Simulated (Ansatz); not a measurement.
**BSiHF+ (quintet): the correlation ladder, def2-QZVPP**

The task here is to estimate one member of a computed series from the others.

Computed with Ansatz 0.2.0, Gaussian basis. Level: def2-QZVPP, core rule «outside noble gas», up to 7 orbitals frozen.

To be run: UHF; ROHF; CCSD(T) on UHF.

## The system

The geometry is a PBE0/def2-TZVP stationary point (not a proven minimum) of the parent state, kept for this charge and spin.

4 atoms, charge 1, spin multiplicity 5.

Atoms are counted from 1 here; the program's logs count them from 0.

Bond lengths: B1–Si2 1.844 Å, Si2–F3 1.594 Å, Si2–H4 1.480 Å. Angles: B1–Si2–F3 125.8°, B1–Si2–H4 130.2°, F3–Si2–H4 104.0°.

Set-up of the first run:

File in.yaml:

```yaml
crystal:
  periodic: [false, false, false]
  atoms:
    - {symbol: B, position_ang: [0.000000, -0.501036, 1.797314]}
    - {symbol: Si, position_ang: [0.000000, 0.361580, 0.166961]}
    - {symbol: F, position_ang: [0.000000, -0.345292, -1.261620]}
    - {symbol: H, position_ang: [0.000000, 1.807190, -0.149981]}
basis:
  gaussian: {orbitals: "def2-QZVPP.json"}
total_charge: 1
magnetization: {spin_polarized: true, initial_magnetization: 4}
hamiltonian: {xc: hf}
output: {orbitals: {seedname: orbitals}}
```

On the command line:

```console
> ansatz run in.yaml --threads 1 --pin off --events-out ev --progress --plain --max-ram 2393MiB
```

Among the steps run: UHF; ROHF; CCSD(T) on UHF.

One table of the session follows, with a row left open; its other results are not shown here.

It belongs to the step «Misses and costs». 

| method | from UCCSD(T) (kcal/mol) |
| --- | --- |
| ROHF | +273.73 |
| UHF | +271.34 |
| UMP2 | +25.79 |
| UCCSD | ? |
| UCCSD(T) | 0 |

Estimate the missing values for UCCSD.

**Answer.** from UCCSD(T) (kcal/mol): +11.27. In the column «from UCCSD(T) (kcal/mol)» it lies between UCCSD(T) (0) and UMP2 (+25.79).
